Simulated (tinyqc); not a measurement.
Worked calculation: UHF in the sto-3g basis, for CH+, spin multiplicity 1. This run ends on a higher stationary point, not on the lowest solution. One step of it, computed by the program tinyqc.

Question. Iteration 4: DIIS coefficients. Solve [B -1; -1 0][c; lambda] = [0; -1] for the coefficients, which sum to one.

B (overlaps of the stored error matrices):
```
[[5.4796634e-02, 1.4790735e-02, -1.6958271e-03, 1.5189600e-03],
 [1.4790735e-02, 5.2861370e-03, -2.2677315e-04, 5.5344721e-04],
 [-1.6958271e-03, -2.2677315e-04, 4.1015985e-04, 1.2273268e-04],
 [1.5189600e-03, 5.5344721e-04, 1.2273268e-04, 1.6022063e-04]]
```

Give: DIIS coefficients.

Answer.

DIIS coefficients: [-0.0380, -0.0357, -0.3376, 1.4112]
